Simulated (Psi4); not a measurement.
Process, species as SMILES: C (CH4) → [CH3-] + H+
B3LYP-D3(BJ)/def2-TZVP geometries, fixed; electronic energies without zero-point terms.

How fast the deprotonation energy converges with the basis for several methods (Psi4): deviation from each method's own reference, in kcal/mol. References: HF 433.99 kcal/mol, the value in aug-cc-pVQZ; MP2 423.74 kcal/mol, Hartree-Fock in aug-cc-pVQZ plus the correlation part extrapolated as X^-3 from aug-cc-pVTZ and aug-cc-pVQZ; PBE 420.93 kcal/mol, the value in aug-cc-pVQZ; PBE0 426.46 kcal/mol, the value in aug-cc-pVQZ. Cartesian d functions, on some or all atoms, in 6-31+G*, 6-31G**; all else is spherical. Density fitting with the program's default auxiliary sets. In correlated methods cores are frozen. Psi4's default fitting sets serve the pcseg sets less well. No added dispersion term, no relativity. 

```tsv
basis	functions	HF	MP2	PBE	PBE0
6-31+G*	27	0.63	___	2.71	2.26
cc-pVDZ	34	14.91	___	23.03	19.34
def2-SVP	34	15.14	___	23.07	19.55
6-31G**	35	23.84	___	34.80	30.01
6-311G**	42	12.82	___	19.56	16.36
aug-pcseg-1	59	-1.10	___	-1.56	-1.31
jun-cc-pV(T+d)Z	95	-0.09	___	0.23	0.03
def2-TZVPPD	105	2.36	___	4.92	3.61
6-311++G(3df,3pd)	111	0.06	___	0.97	0.47
aug-pcseg-2	138	0.03	___	-0.66	-0.29
cc-pVQZ	175	5.26	___	9.35	7.24
def2-QZVPPD	195	1.79	___	4.02	2.86
```

Task: Complete the blanks.

Result: 
- 6-31+G*, MP2: 3.89
- cc-pVDZ, MP2: 23.71
- def2-SVP, MP2: 25.74
- 6-31G**, MP2: 37.09
- 6-311G**, MP2: 21.40
- aug-pcseg-1, MP2: 0.46
- jun-cc-pV(T+d)Z, MP2: 0.88
- def2-TZVPPD, MP2: 4.34
- 6-311++G(3df,3pd), MP2: 1.19
- aug-pcseg-2, MP2: 1.05
- cc-pVQZ, MP2: 8.51
- def2-QZVPPD, MP2: 3.40

Mean absolute deviation over 6-311G**, jun-cc-pV(T+d)Z, def2-TZVPPD, 6-311++G(3df,3pd), aug-pcseg-2: HF 3.07, PBE0 4.15, PBE 5.27, MP2 5.77 kcal/mol.
